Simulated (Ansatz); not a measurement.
2H WSe2

Level of theory: PBEsol in Ansatz (PAW).

Settings: plane-wave cutoff 520 eV, 12×12×4 k mesh (along the axes of the cell as run), no spin polarisation, scalar-relativistic PAW data made under PBE.

Cell (measured lattice):

```xyz
6
Lattice="3.2820 0.0000 0.0000 -1.6410 2.8423 0.0000 0.0000 0.0000 12.9600" Properties=species:S:1:pos:R:3 pbc="T T T"
W      1.6410     0.9474     9.7200
W      0.0000     1.8949     3.2400
Se     1.6410     0.9474     1.5713
Se     0.0000     1.8949     8.0513
Se     0.0000     1.8949    11.3887
Se     1.6410     0.9474     4.9087
```

```yaml
elastic constant C11: 196 GPa
elastic constant C12: 37.2 GPa
elastic constant C13: 9.22 GPa
elastic constant C33: 41.9 GPa
elastic constant C44: 17.9 GPa
elastic constant C66: 79.4 GPa
Voigt–Reuss–Hill bulk modulus: 47.4 GPa
Voigt–Reuss–Hill shear modulus (Hill average): 38.4 GPa
young_modulus: 90.8 GPa
poisson_ratio: 0.181
```

Note: the cell isn't this level's own, so it is under some stress, which shifts stiffness and frequencies.

Elastic constants are with the ions relaxed.

Spin–orbit coupling is not included.

The computed numbers hold no vibrational or temperature effects.

Ansatz is an electronic-structure program.
